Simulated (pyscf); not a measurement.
Single points on ωB97X-D3(BJ)/def2-SVP structures (PySCF, gas phase).

Task: For the elementary gas-phase step O=NbH(OH)–OH + HO–SiH₃ → O=Nb(OH)(OH)–O–SiH₃ + H₂ (singlet surface; H–Nb, H–O, H–Si broken, Nb–O, H–H, H–Si formed), what barrier and reaction energy does ωB97M-D3(BJ)/def2-TZVP give, measured from the separated reactants?

Result: ΔE‡ = 20.9 kcal/mol, ΔE = -33.2 kcal/mol. Zero-point energy shifts the barrier by -0.9 kcal/mol. It is a multi-bond step, with an imaginary mode of 1539i cm⁻¹. On the reactant side the descent ends in an adduct with a Nb–O contact, 14.0 kcal/mol under the separated species and 29.6 kcal/mol under the saddle at ωB97X-D3(BJ)/def2-TZVP. What is counted as formed (Nb–O) is already present as a longer contact in the reactant adduct; forming that adduct is a step of its own. At the saddle there is also a short Nb–Si contact that neither side keeps. At ωB97X-D3(BJ)/def2-TZVP the barrier from the zero used here is 15.7 kcal/mol. This is the saddle that the search found; another between the same sides may lie lower. Elements past Kr carry the def2 core potentials, without spin-orbit coupling.
